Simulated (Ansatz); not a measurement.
## FLi: a ladder of basis sets, step by step

With the Ansatz DFT code, driven from Python.

The cells in order, each with its output:

```python
import warnings

import ansatz as az
```

```python
FUNCTIONAL = "pbe0"
```

```python
GEOMETRY = """
Li   -0.73010    0.21470   -0.38470
F     0.75960   -0.27490    0.38870
"""
```

```python
warnings.simplefilter("ignore", az.DeckWarning)
```

```python
mol = az.Crystal.molecule()
for line in GEOMETRY.strip().splitlines():
    symbol, *xyz = line.split()
    mol = mol.atom(symbol, [float(v) for v in xyz])

model = mol.calculation().functional(FUNCTIONAL)
```

```python
energies = {}
for basis in ["cc-pVDZ", "cc-pVTZ", "cc-pVQZ"]:
    rep = model.basis(gaussian=basis).run().report
    size = rep["n_frozen"] + rep["n_occupied"][0] + rep["n_virtual"][0]
    energies[basis] = (rep["reference_energy_ev"] / 27.211386246, rep["free_energy_ev"] / 27.211386246)
    print(f"{basis:14s} {size:4d} orbitals  reference {energies[basis][0]:14.6f} Ha  total {energies[basis][1]:14.6f} Ha")
```

    cc-pVDZ          28 orbitals  reference    -107.298704 Ha  total    -107.298704 Ha
    cc-pVTZ          60 orbitals  reference    -107.337611 Ha  total    -107.337611 Ha
    cc-pVQZ         110 orbitals  reference    -107.348044 Ha  total    -107.348044 Ha

```python
last = energies["cc-pVQZ"][1]
for basis, (_, total) in energies.items():
    print(f"{basis:14s} lies {27.211386 * (total - last):9.4f} eV above cc-pVQZ")
```

    cc-pVDZ        lies    1.3426 eV above cc-pVQZ
    cc-pVTZ        lies    0.2839 eV above cc-pVQZ
    cc-pVQZ        lies    0.0000 eV above cc-pVQZ

Against cc-pVDZ: cc-pVTZ -38.9 mHa and cc-pVQZ -49.3 mHa. The last step alone is -10.43 mHa.

Notes:
- The drop along the ladder measures the basis error, and is no property of the molecule.
- The geometry is a force-field or estimated start, not a minimum of this method, and the last set is no limit. Much of the fall in a total is atomic energy, which cancels in bond and reaction energies.
- Wall time of the script: 1.9 s on 1 thread of Arm Neoverse V1, on a shared host, peak memory 0.17 GiB.
